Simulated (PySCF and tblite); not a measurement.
Values are calculated unless marked as measured or tabulated.
System: C4H6ClN, numbered as in [H]/[N:6]=[C:4](\[C:2](=[CH2:1])[Cl:3])[CH3:5].

Motion: rotation about the C2–C4 bond (torsion C1–C2–C4–C5 from 0° to 153°, rising). GFN2-xTB gives an electronic barrier of 2.1 kcal/mol and a reaction energy of 0.1 kcal/mol.

**Question.** What does PBE0/pcSseg-1 + D3(BJ) give on GFN2-xTB geometries?

**Answer.** A barrier of 4.5 kcal/mol, 2.5 above the tight-binding barrier (from unrounded values), a reaction energy of 2.8 kcal/mol and, with GFN2-xTB thermal terms, ΔG‡(298 K) = 4.4 kcal/mol and k = 7.5×10⁹ s⁻¹ (2 equivalent paths).

Programs: tblite and PySCF.
